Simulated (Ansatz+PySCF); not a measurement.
Two shapes of singlet CH₃F.

Shape 1:

```xyz
5

C     0.0000    0.0000   -0.6187
F     0.0000    0.0000    2.1081
H     0.0000   -1.0360   -0.9966
H    -0.8972    0.5180   -0.9966
H     0.8972    0.5180   -0.9966
```

Shape 2:

```xyz
5

C     0.0000    0.0000   -0.6187
F     0.0000    0.0000    3.4716
H     0.0000   -1.0360   -0.9966
H    -0.8972    0.5180   -0.9966
H     0.8972    0.5180   -0.9966
```

Basis set: STO-3G (spherical functions). Frozen core: 2 orbitals. Charge 0, multiplicity 1.

Computed with Ansatz (development build ahead of 0.2.0); each method stands on the lowest determinant of its kind that the runs found.

Task: Which shape is lower in energy, and by how much in each method?

Result:

```tsv
method	E(2) − E(1) (eV)
RHF	2.544
UHF	0.026
UHF-MP2	0.031
RHF-CCSD	0.097
full CI (lowest root of this spin)	0.098
```

Shape 1 is lower. Caution for RHF, RHF-CCSD: an unrestricted determinant lies well below. Caution for UHF, UHF-MP2: the unrestricted determinant is a mixture of spin states. Caution for UHF-MP2: bonds are stretched, where a single reference can fail; a plain start can end on a higher determinant. Caution for RHF-CCSD: large amplitudes, a single reference is doubtful.
